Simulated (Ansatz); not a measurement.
The cluster Li₃H₂ (the lowest doublet isomer of a short search) was relaxed with PBE-D4 (def2-TZVP) in Ansatz in these states: neutral doublet, neutral quartet. The geometries follow in no particular order.

A:

```xyz
5

Li    1.0133   -1.3841   -1.0851
Li    0.5660   -0.5761    1.8404
Li    0.4906    1.5046   -0.3600
H    -1.0895    0.3459    0.1832
H    -0.9804    0.1097   -0.5785
```

B:

```xyz
5

Li    1.758   -0.672    0.306
Li   -1.067   -0.737    1.400
Li   -0.364    0.748   -0.895
H    -1.622    0.302    0.163
H     1.294    0.360   -0.974
```

Q: Judge from the bond lengths which geometry belongs to which state (an estimate).

A: A is the neutral quartet (Li1–H5 2.542 Å, Li2–H4 2.517 Å, Li3–H5 2.039 Å); B is the neutral doublet (Li1–H5 1.708 Å, Li2–H4 1.707 Å, Li3–H5 1.704 Å).

At PBE0-D4/def2-TZVP a doublet lies 2.53 eV below the neutral quartet. In the quartet, H4 and H5 lie 0.80 Å apart (atoms count from 1), so H2 has formed as a molecule. These are the stationary points nearest to one start from a short search; other shapes may lie lower in each state.
